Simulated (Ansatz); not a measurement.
# Worked example: C2H4Si → SiH3(CC) + H

Species: C2H4Si (ethynylsilane) `C#C[SiH3]`, singlet; SiH3(CC), doublet; H atom, doublet. 

Shapes, held fixed at every level: PBE0-D4/def2-TZVP. Programs: Ansatz 0.2.0. The zero-point and thermal change to 298 K, harmonic and unscaled (PBE0-D4/def2-TZVP), is -24.2 kJ/mol.

At B2PLYP/def2-TZVPP; 1 Eh = 2625.50 kJ/mol:

```
 species  energy (Eh)
  C2H4Si  -367.887696
SiH3(CC)  -367.168068
       H    -0.498613
```

Question: Work out ΔH(298 K) of the reaction at this level.

Answer: 
1. Products less reactants: (-367.168068) + (-0.498613) − [(-367.887696)] = 0.221015 Eh = +580.3 kJ/mol.
2. With the thermal change: +580.3 + (-24.2) = +556.1 kJ/mol.

Other levels give +421.9 (HF/def2-TZVPP) to +561.2 kJ/mol (wB97X-V/def2-TZVPP). No measured value is set beside it here. Spin contamination: SiH3(CC) (⟨S²⟩ up to 1.16). Open shells run unrestricted unless RO is named.
